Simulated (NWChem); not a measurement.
# allene (C3H4); SMILES C(=C)=C

```xyz
7

C      0.0000     0.0000     1.3078
C      0.0000     0.0000     0.0000
C      0.0000     0.0000    -1.3078
H     -0.6624     0.6624     1.8749
H      0.6624    -0.6624     1.8749
H     -0.6624    -0.6624    -1.8749
H      0.6624     0.6624    -1.8749
```
Atoms are numbered in this order, from 1.

All runs: NWChem. Pople sets run with spherical d functions. Coordinates come from a PBE0/def2-SVP optimisation. Total energies compare along this basis series because the functional is fixed.

```
level            basis functions  energy (Ha)  highest occupied level (eV)  orbital gap (eV)
---------------  ---------------  -----------  ---------------------------  ----------------
B3LYP/STO-3G                  19    -115.2077                        -5.70              8.90
B3LYP/3-21G                   35    -116.0201                        -7.24              7.85
B3LYP/6-31G*                  50    -116.6549                        -7.15              7.70
B3LYP/def2-SVP                62    -116.5741                        -7.37              7.62
B3LYP/def2-SVPD               92    -116.5805                        -7.51              7.49
B3LYP/def2-TZVP              117    -116.7079                        -7.49              7.49
```
